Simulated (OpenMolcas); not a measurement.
# SiH2Cl2 (dichlorosilane (DCS)): a chain of runs

Aim: a series of 9 runs (UHF/ANO-XS-VDZP, CASSCF(10,10)/ANO-XS-VDZP, DMRG(10,10)/ANO-XS-VDZP) of SiH2Cl2 (dichlorosilane (DCS)). The setting varied is the bond dimension. 

The calculation is run with OpenMolcas 26.06.

### Step 1. The molecule

The species is SiH2Cl2 (5 atoms), meant as a singlet with charge 0. As SMILES, `Cl[SiH2]Cl`. The shape is that of a PBE0-D4/def2-TZVP optimisation.

Bond lengths: Cl1–Si2 2.040 Å, Si2–Cl3 2.040 Å, Si2–H4 1.476 Å, Si2–H5 1.476 Å. Angles: Cl1–Si2–Cl3 110.1°, Cl1–Si2–H4 108.5°, Cl1–Si2–H5 108.5°, Cl3–Si2–H4 108.5°, Cl3–Si2–H5 108.5°, H4–Si2–H5 112.7°.

### Step 2. The energy at UHF/ANO-XS-VDZP (DKH2, scramble 0.25) (run 1)

step1.input

```
>>> EXPORT MOLCAS_PRINT=2

&GATEWAY
 Coord
 5
 angstrom
 Cl      -1.036100      -0.393400       1.609300
 Si       0.136800      -0.071700      -0.028900
 Cl      -0.799200       1.196800      -1.324000
 H        0.352000      -1.362200      -0.711200
 H        1.396500       0.556600       0.413400
 Basis=ANO-XS-VDZP
 Group=NoSym

&SEWARD
 Relativistic=R02E00

&SCF
 UHF
 Scramble=0.25
 PrOrbitals=1 1
```

Command:

```
$ export MOLCAS_MEM=1860
$ pymolcas step1.input > step1.log
```

What it wrote:

```text
--- Start Module: gateway ---
[...]
--- Stop Module: gateway /rc=_RC_ALL_IS_WELL_ ---
--- Start Module: seward ---
[...]
      Basis functions           64
--- Stop Module: seward /rc=_RC_ALL_IS_WELL_ ---
[...]
--- Start Module: scf ---
[...]
       Convergence after  13 Iterations
[...]
::    Total SCF energy                              -1212.5496840876
[...]
      Total spin, S                                     0.0000000000
[...]
      Total electronic charge=   50.000000
      Total            charge=   -0.000000
[...]
      Dipole Moment (debye):
      Origin of the operator (angstrom)=   -0.5863    0.2529    0.0887
                   X=  1.3419E+00               Y= -6.0225E-01               Z= -2.1852E-01           Total=  1.4870E+00
      Quadrupole Moment (debye*angstrom):
[...]
--- Stop Module: scf /rc=_RC_ALL_IS_WELL_ ---
[...]
```

Run time: 3.6 s. Hardware: 1 thread of Arm Neoverse V1, shared host; peak memory 0.41 GiB.

### Step 3. The energy at CASSCF(10,10)/ANO-XS-VDZP (DKH2) (run 2)

step2.input

```
>>> EXPORT MOLCAS_PRINT=2
&GATEWAY
Coord
5
angstrom
Cl      -1.036100      -0.393400       1.609300
Si       0.136800      -0.071700      -0.028900
Cl      -0.799200       1.196800      -1.324000
H        0.352000      -1.362200      -0.711200
H        1.396500       0.556600       0.413400
Basis=ANO-XS-VDZP
Group=NoSym
&SEWARD
Relativistic=R02E00
&RASSCF
FileOrb=$CurrDir/step1.UnaOrb
Spin=1
Nactel=10 0 0
Inactive=20
Ras2=10
OrbListing=Nothing
OrbAppear=Compact
```

Command:

```
$ export MOLCAS_MEM=1860
$ pymolcas step2.input > step2.log
```

What it wrote:

```text
--- Start Module: gateway ---
[...]
--- Stop Module: gateway /rc=_RC_ALL_IS_WELL_ ---
--- Start Module: seward ---
[...]
      Basis functions           64
--- Stop Module: seward /rc=_RC_ALL_IS_WELL_ ---
[...]
--- Start Module: rasscf ---
[...]
      Number of active orbitals                 10
[...]
      Spin quantum number                      0.0
[...]
      Active orbitals                           10
[...]
      Number of CSFs                         19404
[...]
      Number of root(s) required                 1
[...]
      Convergence after119 iterations
[...]
      printout of CI-coefficients larger than  0.05 for root  1
      energy=   -1212.617438
      conf/sym  1111111111     Coeff  Weight
             1  2222200000   0.97879 0.95804
            27  2222020000  -0.05372 0.00289
            60  22u2du0d00  -0.05170 0.00267
      Natural orbitals and occupation numbers for root  1
      sym 1:   1.980488   1.985864   1.983378   1.986758   1.978135   0.027179   0.015575   0.015044   0.010462   0.017118
      ************************************************************************************************************************
      *                                                    Final results                                                     *
[...]
::    RASSCF root number  1 Total energy:  -1212.61743781
[...]
      Total electronic charge=   50.000000
      Total            charge=   -0.000000
[...]
      Dipole Moment (debye):
      Origin of the operator (angstrom)=   -0.5863    0.2529    0.0887
                   X=  1.3200E+00               Y= -5.9191E-01               Z= -2.1591E-01           Total=  1.4627E+00
      Quadrupole Moment (debye*angstrom):
[...]
--- Stop Module: rasscf /rc=_RC_ALL_IS_WELL_ ---
[...]
```

Wall time 38 s (1 thread of Arm Neoverse V1, shared host); peak memory 0.41 GiB.

Runs 3 to 4 aren't shown in full; the table further down has their settings and results.

### Step 4. A single-point energy at DMRG(10,10)/ANO-XS-VDZP (DKH2, bond dimension 8) (run 5)

step5.input

```
>>> EXPORT MOLCAS_PRINT=2
&GATEWAY
Coord
5
angstrom
Cl      -1.036100      -0.393400       1.609300
Si       0.136800      -0.071700      -0.028900
Cl      -0.799200       1.196800      -1.324000
H        0.352000      -1.362200      -0.711200
H        1.396500       0.556600       0.413400
Basis = ANO-XS-VDZP
Group = NoSym
&SEWARD
Relativistic = R02E00
&RASSCF
FileOrb = $CurrDir/step2.RasOrb
Spin = 1
Nactel = 10 0 0
Inactive = 20
Ras2 = 10
OrbListing = Nothing
OrbAppear = Compact
DMRG
RGInput
nsweeps = 6
max_bond_dimension = 8
EndRG
```

Command:

```
$ export MOLCAS_MEM=1860
$ pymolcas step5.input > step5.log
```

What it wrote:

```text
--- Start Module: gateway ---
[...]
--- Stop Module: gateway /rc=_RC_ALL_IS_WELL_ ---
--- Start Module: seward ---
[...]
      Basis functions           64
--- Stop Module: seward /rc=_RC_ALL_IS_WELL_ ---
[...]
--- Start Module: rasscf ---
[...]
      Number of active orbitals                 10
[...]
      Spin quantum number                      0.0
[...]
      Active orbitals                           10
[...]
      Jacobi-Davidson threshold                   0.100E-10
[...]
      Number of root(s) required                 1
[...]
      Convergence after 14 iterations
[...]
      Natural orbitals and occupation numbers for root  1
      sym 1:   1.984640   1.988605   1.986105   1.987480   1.982324   0.024362   0.012519   0.011490   0.008371   0.014103
      ************************************************************************************************************************
      *                                                    Final results                                                     *
[...]
::    RASSCF root number  1 Total energy:  -1212.61076416
[...]
      Total electronic charge=   50.000000
      Total            charge=   -0.000000
[...]
      Dipole Moment (debye):
      Origin of the operator (angstrom)=   -0.5863    0.2529    0.0887
                   X=  1.3341E+00               Y= -5.8536E-01               Z= -2.4019E-01           Total=  1.4766E+00
      Quadrupole Moment (debye*angstrom):
[...]
--- Stop Module: rasscf /rc=_RC_ALL_IS_WELL_ ---
[...]
```

Run time: 59 s. Hardware: 1 thread of Arm Neoverse V1, shared host; peak memory 0.41 GiB.

Runs 6 to 8 aren't shown in full; the table further down has their settings and results.

### Step 5. A single-point energy at DMRG(10,10)/ANO-XS-VDZP (DKH2, bond dimension 128) (run 9)

step9.inp

```
>>> EXPORT MOLCAS_PRINT=2

&gateway
 coord
 5
 angstrom
 Cl      -1.036100      -0.393400       1.609300
 Si       0.136800      -0.071700      -0.028900
 Cl      -0.799200       1.196800      -1.324000
 H        0.352000      -1.362200      -0.711200
 H        1.396500       0.556600       0.413400
 basis=ANO-XS-VDZP
 group=NoSym

&seward
 relativistic=R02E00

&rasscf
 fileorb=$CurrDir/step2.RasOrb
 spin=1
 nactel=10 0 0
 inactive=20
 ras2=10
 orblisting=Nothing
 orbappear=Compact
 dmrg
 rginput
 nsweeps = 6
 max_bond_dimension = 128
 EndRG
```

Command:

```
$ export MOLCAS_MEM=1860
$ pymolcas step9.inp > step9.log
```

What it wrote:

```text
--- Start Module: gateway ---
[...]
--- Stop Module: gateway /rc=_RC_ALL_IS_WELL_ ---
--- Start Module: seward ---
[...]
      Basis functions           64
--- Stop Module: seward /rc=_RC_ALL_IS_WELL_ ---
[...]
--- Start Module: rasscf ---
[...]
      Number of active orbitals                 10
[...]
      Spin quantum number                      0.0
[...]
      Active orbitals                           10
[...]
      Jacobi-Davidson threshold                   0.100E-10
[...]
      Number of root(s) required                 1
[...]
      Convergence after  4 iterations
[...]
      Natural orbitals and occupation numbers for root  1
      sym 1:   1.980509   1.985878   1.983392   1.986766   1.978149   0.027161   0.015562   0.015030   0.010453   0.017101
      ************************************************************************************************************************
      *                                                    Final results                                                     *
[...]
::    RASSCF root number  1 Total energy:  -1212.61742523
[...]
      Total electronic charge=   50.000000
      Total            charge=   -0.000000
[...]
      Dipole Moment (debye):
      Origin of the operator (angstrom)=   -0.5863    0.2529    0.0887
                   X=  1.3202E+00               Y= -5.9157E-01               Z= -2.1659E-01           Total=  1.4628E+00
      Quadrupole Moment (debye*angstrom):
[...]
--- Stop Module: rasscf /rc=_RC_ALL_IS_WELL_ ---
[...]
```

Wall time 79 s (1 thread of Arm Neoverse V1, shared host); peak memory 0.41 GiB.

### Step 6. All runs side by side

```tsv
run	level	bond dimension	scramble	energy (Eh)	dipole moment (D) of the reference	wall time
1	UHF/ANO-XS-VDZP (DKH2, scramble 0.25)	–	0.25	-1212.549684	1.49	3.6 s
2	CASSCF(10,10)/ANO-XS-VDZP (DKH2)	–	–	-1212.617438	1.46	38 s
3	DMRG(10,10)/ANO-XS-VDZP (DKH2, bond dimension 2)	2	–	-1212.586120	1.48	8.3 min
4	DMRG(10,10)/ANO-XS-VDZP (DKH2, bond dimension 4)	4	–	-1212.591339	1.53	85 s
5	DMRG(10,10)/ANO-XS-VDZP (DKH2, bond dimension 8)	8	–	-1212.610764	1.48	59 s
6	DMRG(10,10)/ANO-XS-VDZP (DKH2, bond dimension 16)	16	–	-1212.614955	1.46	65 s
7	DMRG(10,10)/ANO-XS-VDZP (DKH2, bond dimension 32)	32	–	-1212.616761	1.47	91 s
8	DMRG(10,10)/ANO-XS-VDZP (DKH2, bond dimension 64)	64	–	-1212.617317	1.46	97 s
9	DMRG(10,10)/ANO-XS-VDZP (DKH2, bond dimension 128)	128	–	-1212.617425	1.46	79 s
```

Convergence of the total energy of singlet SiH2Cl2 with the bond dimension, against the last point:

```tsv
bond dimension	from the last (mEh)	wall time
2	+31.305	8.3 min
4	+26.087	85 s
8	+6.661	59 s
16	+2.470	65 s
32	+0.665	91 s
64	+0.108	97 s
128	+0.000	79 s
```

Convergence of the dipole moment (CASSCF density) of singlet SiH2Cl2 with the bond dimension, against the last point:

```tsv
bond dimension	from the last (D)	wall time
2	+0.0146	8.3 min
4	+0.0694	85 s
8	+0.0137	59 s
16	+0.0012	65 s
32	+0.0024	91 s
64	+0.0005	97 s
128	+0.0000	79 s
```

### Step 7. What came out

```
                                                      quantity           value
                  run 9, DMRG(10,10)/ANO-XS-VDZP: total energy  -1212.61743 Eh
run 9, DMRG(10,10)/ANO-XS-VDZP: dipole moment (CASSCF density)          1.46 D
```

**Reading.** For the total energy of singlet SiH2Cl2 to stay within 10 mEh of the last point, 8 is the first point of the series from which all later ones do (59 s against 79 s). For the total energy of singlet SiH2Cl2 to stay within 2 mEh of the last point, 32 is the first point of the series from which all later ones do (91 s against 79 s). For the dipole moment (CASSCF density) of singlet SiH2Cl2 to stay within 0.05 D of the last point, 8 is the first point of the series from which all later ones do (59 s against 79 s). For the dipole moment (CASSCF density) of singlet SiH2Cl2 to stay within 0.01 D of the last point, 16 is the first point of the series from which all later ones do (65 s against 79 s). Below the UHF energy at the same shape and in the same basis (ANO-XS-VDZP): CASSCF(10,10) -67.8 mEh; DMRG(10,10) -67.7 mEh. Active-space methods hold only the correlation inside their space unless a perturbation or CI step follows. All runs together took 17 min, the longest 8.3 min.
